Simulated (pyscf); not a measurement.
PySCF, gas phase, ωB97X-D3(BJ)/def2-SVP geometries. Correlated levels are frozen-core, on RHF or UHF. ΔMP2 is the change of the MP2 total energy from the triple- to the quadruple-zeta basis.

### Question
For H₃C–S• -> •H₂C–SH, a hydrogen shift (doublet surface; C–H broken, H–S formed), PBE/def2-TZVP gives ΔE‡ = 150.2 kJ/mol and ΔE = +36.0 kJ/mol (zero: the reactant's lowest minimum found). In which direction and how far do B3LYP-D3(BJ)/def2-TZVP, M06-2X/def2-TZVP, CCSD(T)/def2-TZVPP + ΔMP2(QZVPP) move these?

### Answer
B3LYP-D3(BJ): ΔE‡ = 170.1 kJ/mol, ΔE = +42.2 kJ/mol; M06-2X: ΔE‡ = 172.4 kJ/mol, ΔE = +49.5 kJ/mol; CCSD(T): ΔE‡ = 169.9 kJ/mol, ΔE = +44.2 kJ/mol. PBE's barrier lies under all of them, by 19.7 to 22.3 kJ/mol. Its reaction energy lies under all of them, by 6.2 to 13.5 kJ/mol. Low barriers are usual for a GGA, whose delocalisation error favours stretched bonds. This is the saddle that the search found; another between the same sides may lie lower. The CCSD(T) − MP2 part came from Ansatz, without density fitting, on the same reference.
